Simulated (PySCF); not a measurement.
One molecule, one basis, several functionals.

Methyl(trifluoromethyl) sulfide, C₂H₃F₃S.
SMILES: `C(F)(F)(SC)F`

Torsions of this conformer, `[CH3:1][S:2][C:3]([F:4])([F:5])[F:6]`: C1–S2–C3–F4 62°.

PySCF, def2-SVPD basis, density fitting, gas phase, PBE0-D3(BJ)/def2-SVP geometry; singlet excitations by full TDDFT with frozen cores, triplets by Tamm–Dancoff TDDFT and ionisation energies by ΔSCF, from the lowest of the holes tried. One functional is left out:

```json
{"functional": "LDA", "exact exchange (%)": "0", "HOMO energy (eV)": "-6.36", "LUMO energy (eV)": "-1.20", "lowest singlet excitation (eV)": "5.36", "lowest triplet excitation (eV)": "4.96", "dipole moment (D)": "2.266", "mean polarisability (au)": "51.5", "vertical ionisation energy (eV)": "9.96"}
{"functional": "PBE", "exact exchange (%)": "0", "HOMO energy (eV)": "-6.25", "LUMO energy (eV)": "-1.03", "lowest singlet excitation (eV)": "5.38", "lowest triplet excitation (eV)": "4.90", "dipole moment (D)": "2.175", "mean polarisability (au)": "51.3", "vertical ionisation energy (eV)": "9.75"}
{"functional": "PBE0", "exact exchange (%)": "25", "HOMO energy (eV)": "-7.57", "LUMO energy (eV)": "-0.13", "lowest singlet excitation (eV)": "5.68", "lowest triplet excitation (eV)": "5.10", "dipole moment (D)": "2.304", "mean polarisability (au)": "49.0", "vertical ionisation energy (eV)": "9.93"}
{"functional": "BHandHLYP", "exact exchange (%)": "50", "HOMO energy (eV)": "-8.78", "LUMO energy (eV)": "0.59", "lowest singlet excitation (eV)": "5.82", "lowest triplet excitation (eV)": "5.24", "dipole moment (D)": "2.443", "mean polarisability (au)": "47.4", "vertical ionisation energy (eV)": "9.96"}
```

Problem. Predict the row of B3LYP (20 % exact exchange) by straight lines through the other rows, and check it.

Solution. 
```json
{"property": "HOMO energy (eV)", "line": "-7.30", "computed": "-7.34", "computed − line": "-0.04", "PBE0 (25 %), for comparison": "-7.57"}
{"property": "LUMO energy (eV)", "line": "-0.40", "computed": "-0.41", "computed − line": "-0.01", "PBE0 (25 %), for comparison": "-0.13"}
{"property": "lowest singlet excitation (eV)", "line": "5.57", "computed": "5.57", "computed − line": "0.00", "PBE0 (25 %), for comparison": "5.68"}
{"property": "lowest triplet excitation (eV)", "line": "5.06", "computed": "5.06", "computed − line": "0.00", "PBE0 (25 %), for comparison": "5.10"}
{"property": "dipole moment (D)", "line": "2.302", "computed": "2.306", "computed − line": "+0.004", "PBE0 (25 %), for comparison": "2.304"}
{"property": "mean polarisability (au)", "line": "49.7", "computed": "49.5", "computed − line": "-0.2", "PBE0 (25 %), for comparison": "49.0"}
{"property": "vertical ionisation energy (eV)", "line": "9.90", "computed": "9.97", "computed − line": "+0.07", "PBE0 (25 %), for comparison": "9.93"}
```

Problem. Which of these properties follows the share of exact exchange most closely, and which least?

Solution. Most closely the HOMO energy, least the vertical ionisation energy; the correlations over the tabulated rows are HOMO energy -0.999, mean polarisability -0.994, LUMO energy 0.993, lowest triplet excitation 0.986, lowest singlet excitation 0.982, dipole moment 0.935, vertical ionisation energy 0.517. The HOMO energy moves by -0.496 eV for every 10 %. Functionals with the same share still differ in their other parts: at 0 % LDA and PBE differ by 0.11 eV in it.
